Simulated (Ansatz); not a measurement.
`C=C1NCO1`, 10 atoms. Charge 0, multiplicity 1. All runs use 2 threads of an Arm Neoverse V2 on a shared host. Correlated methods freeze the cores.

(1) Give the basis size and wall time and peak host memory of each of these runs in Ansatz. RHF-MP2/def2-QZVPP energy; direct RPA on PBE orbitals/def2-TZVPP energy; RKS PBE0-D4/def2-TZVP frequencies; RKS PBE0-D4/def2-TZVP relaxation (7 steps); RKS PBE0-D4/def2-QZVPP energy; RKS ωB97M-V/def2-QZVPP energy; RKS SPW92 (LDA)/def2-TZVPP energy; RHF-CCSD(T)/def2-TZVPP energy; RKS r2SCANh-D4/def2-TZVPP energy; RKS PBE0-D4/def2-SVP energy; RKS B2PLYP (frozen core)/def2-TZVPP energy; RKS ωB97M-V/def2-SVP energy. (Estimate.)

Results:

(1) Ansatz gave: Other jobs shared the machine, so times are rough.

```
                                level                   job  functions  wall time  peak host memory (GiB)
                 RKS PBE0-D4/def2-SVP                energy         95      1.1 s                    0.43
           RKS SPW92 (LDA)/def2-TZVPP                energy        225      1.4 s                    0.24
                 RKS ωB97M-V/def2-SVP                energy         95      4.6 s                    0.43
            RKS r2SCANh-D4/def2-TZVPP                energy        225      5.5 s                    0.44
  RKS B2PLYP (frozen core)/def2-TZVPP                energy        225        6 s                    0.54
direct RPA on PBE orbitals/def2-TZVPP                energy        225      6.5 s                     0.5
               RKS PBE0-D4/def2-QZVPP                energy        435        8 s                     1.1
               RKS ωB97M-V/def2-QZVPP                energy        435       22 s                     1.4
                   RHF-MP2/def2-QZVPP                energy        435       23 s                     2.5
                RKS PBE0-D4/def2-TZVP  relaxation (7 steps)        185       30 s                     0.4
               RHF-CCSD(T)/def2-TZVPP                energy        225    2.3 min                     3.8
                RKS PBE0-D4/def2-TZVP           frequencies        185    2.6 min                    0.43
```
